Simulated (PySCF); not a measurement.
Compound: CH₇PSi.
InChI=1S/CH7PSi/c1-3-2/h2-3H2,1H3

Torsions of this conformer, `[CH3:1][SiH2:2][PH2:3]`: H–P3–Si2–C1 -47°, H–P3–Si2–C1 47°.

The closed-shell ground state was solved at several levels (PySCF, density fitting, gas phase, non-relativistic). Isolated species at its PBE0-D3(BJ)/def2-SVP geometry (one conformer only).

```csv
level,basis functions,total energy (Eh),HOMO (eV),LUMO (eV),gap (eV),dipole (D)
CAM-B3LYP/def2-SVPD,124,-672.9250,-8.65,1.04,9.69,1.46
wB97X-D/pcSseg-2,220,-673.2030,-9.23,1.98,11.21,1.62
```

What might PBE0/pcSseg-1 (100 basis functions) give for the same quantities?

Total energy -672.8302 Eh, HOMO -7.44 eV, LUMO 0.74 eV, gap 8.18 eV, dipole 1.79 D.

Over all these levels, which gives the widest orbital gap and which the narrowest?

wB97X-D/pcSseg-2 (range-separated hybrid) has the widest, 11.21 eV, and PBE0/pcSseg-1 (global hybrid, 25 % exact exchange) the narrowest, 8.18 eV. Functional and basis both differ between the two, so the spread mixes both effects.

How far do the dipole and the HOMO energy spread over the levels?

The dipole runs from 1.46 to 1.79 D (mean 1.62 D) and the HOMO from -9.23 to -7.44 eV.

wB97X-D is run here without its empirical dispersion term; that term would change no orbital, density or response property at a fixed geometry.
